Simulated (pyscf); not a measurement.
`[OH][PH2]` → `[O]=[PH]` + `[H][H]`, an elimination (singlet surface; H–P, H–O broken, H–H formed). Optimised with ωB97X-D3(BJ)/def2-SVP in PySCF. Energies in eV from the reactant's lowest minimum found.

Small-basis levels: PySCF, no dispersion term, spherical d functions. AM1 to PM7: differences of heats of formation from MOPAC, which are fitted to 298 K values and so differ in kind from electronic energies by zero-point and thermal terms. GFN2-xTB: tblite. 

```tsv
level	barrier	reaction energy
SVWN5/6-31G*	3.11	+1.71
PBE/6-31G*	3.16	+1.31
B3LYP/STO-3G	5.62	+1.67
B3LYP/3-21G	4.22	+1.51
B3LYP/LANL2DZ	4.49	+1.80
B3LYP/6-31G*	3.47	+1.31
M06-2X/6-31G*	3.63	+1.53
B3LYP/6-311+G**	3.35	+1.47
GFN2-xTB	2.91	+1.48
AM1	4.11	+1.34
PM3	3.40	+0.90
PM7	3.47	+0.39
ωB97M-D3(BJ)/def2-TZVP	3.20	+1.50
```

Against the last row the barrier runs from -0.29 (GFN2-xTB) to +2.42 eV (B3LYP/STO-3G). ωB97M-D3(BJ)/def2-TZVP has limits of its own. At the saddle there is also a short H–P contact that neither side keeps. One saddle was located; it need not be the lowest between these sides.
